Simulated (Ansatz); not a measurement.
**Tl2Mo3SeO12 (P31c, No. 159; cell taken from a computed entry): band gap by level of theory**

No measured value is used here.

| level (code) | value (eV) |
|---|---|
| LDA (Ansatz) | 2.45 |
| PBEsol (Ansatz) | 2.47 |
| r²SCAN (Ansatz) | 2.72 |

Computed values are for a static lattice. Spin–orbit coupling is included only where a level's name says +SOC; with heavier elements it mostly lowers gaps and can invert bands.  Values are at the PBEsol cell. Cutoffs differ between the levels. Ansatz's density-functional and Hartree–Fock values are scalar-relativistic unless marked +SOC, with PAW data made under PBE.

Ansatz is a quantum-chemistry and plane-wave program.
